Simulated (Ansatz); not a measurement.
# BSiH₃ (triplet): from Hartree-Fock to the top rungs at distance B1–H4 along a hydrogen transfer = 1.194 Å, cc-pVTZ

An exercise on one series of results from a longer session: the logs are not shown, and one member is left open.

The runs use Ansatz 0.2.0, Gaussian basis; cc-pVTZ, core rule «outside noble gas», up to 6 orbitals frozen.

The runs, in order: UHF; CCSD(T) on ROHF; CCSD(T) on UHF; BCCD(T) on ROHF; CISD; CCSDT(Q) on ROHF; CCSDT(Q) on UHF; CASSCF and NEVPT2, 4 electrons in 4 orbitals; CASSCF and NEVPT2, 10 electrons in 11 orbitals.

1 further run of the same task is left out (for a known fault of the program).

## The system

The geometry derives from fragments relaxed apart (PBE0/def2-TZVP) and kept rigid, so it is no stationary point. A hydrogen atom is moved between rigid fragments.

5 atoms, charge 0, spin multiplicity 3.

Atoms are counted from 1 here; the program's logs count them from 0.

Bond lengths: B1–H2 1.193 Å, B1–H3 1.193 Å, B1–H4 1.193 Å. Angles: H2–B1–H3 120.0°, H2–B1–H4 120.0°, H3–B1–H4 120.0°.

Set-up of the first run:

Contents of in.yaml:

```yaml
crystal:
  periodic: [false, false, false]
  atoms:
    - {symbol: B, position_ang: [-2.293319, 0.000000, 0.000000]}
    - {symbol: H, position_ang: [-2.890052, 1.033571, 0.000000]}
    - {symbol: H, position_ang: [-2.890052, -1.033571, 0.000000]}
    - {symbol: H, position_ang: [-1.099854, 0.000000, 0.000000]}
    - {symbol: Si, position_ang: [1.129681, 0.000000, 0.000000]}
basis:
  gaussian: {orbitals: cc-pVTZ}
magnetization: {spin_polarized: true, initial_magnetization: 2}
hamiltonian: {xc: hf}
output: {orbitals: {seedname: orbitals}}
```

Run with:

```bash
> ansatz run in.yaml --threads 1 --pin off --events-out ev --progress --plain --max-ram 4096MiB --backend cpu
```

Among the steps run: UHF; CCSD(T) on ROHF; CCSD(T) on UHF; BCCD(T) on ROHF; CISD; CCSDT(Q) on ROHF; CCSDT(Q) on UHF; CASSCF and NEVPT2, 4 electrons in 4 orbitals; CASSCF and NEVPT2, 10 electrons in 11 orbitals.

One table of the session follows, with a row left open; its other results are not shown here.

| method | from UCCSDT(Q) (meV) |
| --- | --- |
| ROHF | +6136.5 |
| UHF | +6016.6 |
| RMP2 | +1256.1 |
| UMP2 | +1267.7 |
| CISD | +641.7 |
| RCCSD | +207.4 |
| UCCSD | +202.1 |
| RCCSD(T) | +41.0 |
| UCCSD(T) | +39.9 |
| BCCD(T) | +41.0 |
| RCCSDT | ? |
| UCCSDT | +4.8 |
| RCCSDT(Q) | +1.4 |
| UCCSDT(Q) | 0 |
| CASSCF valence | +4354.7 |
| NEVPT2 valence | +1189.7 |

Estimate the missing values for RCCSDT.

The run gave: from UCCSDT(Q) (meV): +6.2. In the column «from UCCSDT(Q) (meV)» it lies between UCCSDT (+4.8) and UCCSD(T) (+39.9).

Caveats from the session: Left out of the table: CASSCF pair, NEVPT2 pair (the active space lost an orbital or holds another state than full CI finds). Restricted and unrestricted rows rest on different reference determinants; where their highest levels disagree by more than a few hundredths of an eV, they describe different states and don't form one ladder. Warnings in the runs' records: passed over end.
